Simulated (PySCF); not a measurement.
All values below come from PBE-D3(BJ)/def2-TZVP // PBE0-D3(BJ)/def2-TZVP (PySCF 2.14.0). Isolated molecules, 0 K electronic values unless said otherwise. Excitations are Tamm–Dancoff values on a coarser integration grid. The basis has no diffuse functions, so Rydberg states are missing or too high.

Reference species (SMILES): `[Cl][Al]([Cl])[Cl]` (neutral, multiplicity 1).

```yaml
T1 excitation (TDA): 5.72 eV
S1 oscillator strength: 0.000
HOMO–LUMO gap: 5.84 eV
LUMO: -2.11 eV
```

After one change: the T1 excitation (TDA) drops by 1.14 eV; the S1 oscillator strength is nearly the same; the HOMO–LUMO gap falls by 1.12 eV; the LUMO falls by 0.21 eV.

Problem. What was changed between the two runs? The new species is one of these.
A. `[Cl][Al]([Cl])[I]`
B. `[I][Al]([I])[I]`
C. `[Cl][Al]([I])[I]`

Solution. A, `[Cl][Al]([Cl])[I]`
